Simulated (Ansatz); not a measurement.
```xyz
2

C     0.0000    0.0000    0.5600
H     0.0000    0.0000   -0.5600
```

Basis set: STO-3G (spherical functions). Frozen core: 1 orbital. Correlation on ROHF uses semicanonical orbitals with singles. Charge 0, multiplicity 2.

Computed with Ansatz (development build ahead of 0.2.0); free ground-state atoms in the same class of orbitals, no zero-point energy, no relativity.

The atomization energy of doublet CH from measured heats of formation, zero-point and thermal terms removed is 3.638 eV (G2/97 set, Curtiss et al., J. Chem. Phys. 106, 1063 (1997), as shipped with ASE); it holds spin-orbit and other relativistic effects.

Question: How far do UHF-CCSD(T), ROHF-CCSD(T) miss it in this basis?

Answer:

```json
{"method": "UHF-CCSD(T)", "atomization energy (eV)": "3.424", "computed − measured (eV)": "-0.214"}
{"method": "ROHF-CCSD(T)", "atomization energy (eV)": "3.422", "computed − measured (eV)": "-0.216"}
```

Caution: the reference determinant was not shown to be the lowest. Caution for UHF-CCSD(T): the unrestricted determinant is spin contaminated.

This basis has no polarisation functions and is too small for such energies, which can lie far from measured ones in either direction.
